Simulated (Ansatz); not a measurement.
`N[Si]Cl` + H₂S → `N[Si]S` + HCl at 600 K and 1 bar (ligand exchange at the Si–Cl bond).

Program: Ansatz. Geometries: PBE0-D4/def2-TZVP. ΔE: electronic, gas phase. CBS: def2 TZ/QZ extrapolation, frozen cores. One conformer a species, not always the lowest.

```tsv
species	CCSD(T)/CBS energy (Eh)	H − E (kJ/mol)	S (J/(mol·K))
`N[Si]Cl`	-804.81294	108.1	331.4
H₂S	-398.97119	60.8	230.9
`N[Si]S`	-743.38878	136.0	349.1
HCl	-460.38167	35.4	207.2
```

H − E and S are ideal-gas, rigid-rotor, harmonic terms from PBE0-D4/def2-TZVP, for one conformer and one mirror image of each species. 1 Eh = 2625.50 kJ/mol, R = 8.31446 J/(mol·K).

**Question.** By hand: ΔE, ΔH, ΔS and ΔG.

**Answer.** ΔE = (-743.38878) + (-460.38167) − (-804.81294) − (-398.97119) = 0.01368 Eh = 35.9 kJ/mol. Δ(H − E) = 136.0 + 35.4 − 108.1 − 60.8 = 2.5, so ΔH = 38.4 kJ/mol. ΔS = 349.1 + 207.2 − 331.4 − 230.9 = -6.0 J/(mol·K). ΔG = 38.4 − 600 × (-6.0)/1000 = 42.0 kJ/mol.

**Question.** By hand: the equilibrium constant, and the temperature at which ΔG would vanish if ΔH and ΔS stayed fixed.

**Answer.** log₁₀ K = −ΔG/(RT ln 10) = -3.7. ΔH and −TΔS have one sign here, so there is no such temperature.

The number of gas molecules stays the same, so ΔS is small and ΔH decides. A doubt of 5 kJ/mol in ΔE shifts log₁₀ K by 0.4 here. Other conformers and mirror images would add mixing entropy, several J/(mol·K) or more a flexible species. These are equilibria of isolated gas molecules and say nothing of rates. Largest T1 diagnostic: 0.014 (customary marks: 0.02 for closed shells, 0.045 for open ones).

ΔS is within the doubt of such terms, so its sign, and with it that verdict, could turn.
